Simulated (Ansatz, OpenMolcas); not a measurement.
## Correcting a cheap level on B-containing radicals

The atomisation energy (no zero-point term) in kJ/mol of 7 B-containing radicals: x at B3LYP/6-31G* (spherical functions), y at CCSD(T)/CBS estimate. Shapes, held fixed at every level: PBE0-D4/def2-TZVP. Flexible molecules stand in one conformer, not always the lowest. Programs: Ansatz 0.2.0, OpenMolcas 26.06. A level may come from different programs for different species; with the same settings they agree closely.

```
             molecule  x (kJ/mol)  y (kJ/mol)
   BN (boron nitride)         460         431
BCl2 (SMILES Cl[B]Cl)         836         846
   BF2 (SMILES F[B]F)        1249        1233
               BH(OH)        1351           ?
              BH2(NH)        1613        1579
             B(CH3)Cl        2080        2074
 CH5BN (SMILES B[N]C)        2866        2808
```

Q: Fit y = c + s·x to the known rows and predict y for BH(OH).

A: 
1. Means of the 6 rows: x = 1517.33, y = 1495.2.
2. Σ(Δx)² = 3798819, Σ(Δx·Δy) = 3742111, so the slope is 3742111/3798819 = 0.98507.
3. Intercept: 1495.2 − (0.98507) × 1517.33 = 0.5. The largest residual of the fit is 25.
4. BH(OH): 0.5 + 0.98507 × 1351 = 1331 kJ/mol.

CCSD(T)/CBS estimate gives 1359 kJ/mol, so the prediction is off by -28 kJ/mol, about the largest residual. Uncorrected, B3LYP/6-31G* (spherical functions) misses it by -8 kJ/mol, and the other rows by 26 on average. The line makes this one worse. Left out in turn, the other rows are missed by 28 kJ/mol on average, worse than no correction. T1 is large for BN (0.042), so single-reference values are less sure there. Spin contamination: BN (⟨S²⟩ up to 2.05), CH5BN (⟨S²⟩ up to 0.78). Open shells run unrestricted. The CBS estimate extrapolates MP2 from def2-TZVPP and def2-QZVPP and adds CCSD(T) − MP2 in the triple-zeta set, cores frozen.
